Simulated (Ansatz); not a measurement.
# GaH3, triplet in cc-pVDZ: errors against full CI

Geometry: a point of a stretch scan, not a stationary point.

| atom | x (Å) | y (Å) | z (Å) |
| --- | --- | --- | --- |
| Ga | -0.0045 | 0.0305 | -0.0668 |
| H | -0.0045 | -1.4748 | -0.5626 |
| H | 0.7269 | -0.4167 | 3.3554 |
| H | -0.4099 | -0.2174 | 1.8300 |

Basis cc-pVDZ; Ansatz 0.2.0. Correlated methods freeze the noble-gas cores and the filled d shells of p-block atoms, which leaves 6 electrons in 28 orbitals. R marks a restricted (for open shells ROHF) determinant, U an unrestricted one. Active spaces: valence = (6e, 7o) chosen from the atoms' valence shells; pair = (4e, 4o) about the gap. No spin–orbit coupling is included, and no scalar relativity.

Full CI is exact within this basis and frozen core; it isn't the basis-set limit. The frozen core follows each run's orbitals, which can shift R against U totals by a few meV for light atoms and by up to 0.1 eV past Ca.

For open shells CISD is restricted-active-space CI with the open shells as a complete middle space.

- UHF ⟨S²⟩: 2.013
- T1 diagnostic (RCCSD): 0.0272
- largest doubles amplitude (RCCSD): 0.046

```
                   level  E − E(full CI) (mEh)  share of correlation (%)  wall time
                     RHF                 84.43                      0.00          –
                    RMP2                 24.30                     71.22          –
                    CISD                  4.41                     94.78     0.76 s
                   RCCSD                  2.32                     97.25          –
                RCCSD(T)                  0.68                     99.19      1.3 s
                 BCCD(T)                  0.67                     99.20      1.8 s
                  RCCSDT                  0.00                    100.00          –
               RCCSDT(Q)                 -0.03                    100.03      6.5 s
     CASSCF (pair space)                 63.44                     24.86          –
     NEVPT2 (pair space)                 19.54                     76.86      1.1 s
     MRCISD (pair space)                  2.95                     96.50          –
   MRCISD+Q (pair space)                 -0.06                    100.08      1.1 s
  CASSCF (valence space)                 42.54                     49.61          –
  NEVPT2 (valence space)                 13.34                     84.21      3.6 s
  MRCISD (valence space)                  1.25                     98.52          –
MRCISD+Q (valence space)                  0.04                     99.95      4.2 s
```

The correlation energy at full CI, counted from RHF, is -2.297 eV. That run took 70 s on 1 thread of Arm Neoverse V1, shared host over 10,732,176 determinants.

Run but not shown, since their state or frozen core can't be matched to the reference's or they repeat it: UHF, UMP2, UCCSD, UCCSD(T), UCCSDT, UCCSDT(Q).

Times hold each run's SCF and search for its determinant on a shared host, so for small cases they say little of a method's own cost; they ran on 1 thread of Arm Neoverse V1.

The full-CI state has the irrep A of C1, in the program's axes.

Natural occupations of full CI about the gap: 1.950 1.923 1.000 0.992 0.047 0.024 0.019 0.008 0.007 0.006; effectively unpaired electrons, Σ n²(2−n)², 2.04.
